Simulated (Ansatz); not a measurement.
**Which is lower?**

Two relaxed structures of CH5AlN (charge +1), closed shell (PBE0-D4/def2-TZVP; forces vanish, vibrations not checked).

A:

| atom | x (Å) | y (Å) | z (Å) |
| --- | --- | --- | --- |
| C1 | -0.6917 | 0.2051 | -0.5580 |
| N2 | 0.6671 | 0.4654 | 0.1254 |
| Al3 | -0.1980 | -1.1911 | 0.6177 |
| H4 | -0.5933 | 0.1253 | -1.6372 |
| H5 | -1.4283 | 0.9586 | -0.2924 |
| H6 | 1.4484 | 0.5278 | -0.5209 |
| H7 | 0.6833 | 1.2964 | 0.7095 |
| H8 | 0.1126 | -2.3876 | 1.5560 |

B:

| atom | x (Å) | y (Å) | z (Å) |
| --- | --- | --- | --- |
| C1 | -1.2244 | -0.1659 | -0.3801 |
| N2 | 0.0077 | -0.4590 | -0.2428 |
| Al3 | 1.3641 | 0.7607 | 0.4353 |
| H4 | -1.9439 | -0.8862 | -0.7649 |
| H5 | -1.5705 | 0.8293 | -0.1067 |
| H6 | 2.7637 | 0.0783 | 0.4718 |
| H7 | 0.6370 | 2.1050 | 0.7547 |
| H8 | 0.2555 | -1.4087 | -0.5196 |

Program: Ansatz 0.2.0. Basis: def2-TZVPP. Cores are frozen in the correlated methods. B3LYP uses VWN-RPA correlation.

Which structure is lower at CCSD(T), and by how much? (An estimate is asked for; the value comes from the calculation.)

The calculation gives: B, by 0.470 eV (electronic energy, against the other). By their contacts, A is CH₅AlN ([CH2]1[NH2][AlH]1), total charge +1 and B is CH₅AlN ([CH2][NH][AlH2]), total charge +1.

All methods give the same order:

```csv
method,E(B) − E(A) (eV)
PBE-D4,-0.248
r2SCAN-D4,-0.287
PBE0-D4,-0.251
B3LYP-D4,-0.476
wB97M-V,-0.358
HF,-0.830
MP2,-0.366
CCSD,-0.483
CCSD(T),-0.470
```

The T1 diagnostic stays at or below 0.014.

Labels in which every atom is bracketed show which atoms are joined, not bond orders.

For scale, one of the runs: CCSD(T)/def2-TZVPP, 174 basis functions, launched by `ansatz run in.yaml --threads 2 --pin off --events-out ev --progress --plain --max-ram 4352MiB`. The run took 6.5 s on 2 CPU threads of an AMD EPYC 9R45 (shared host), with 1.5 GiB of host memory at its peak.
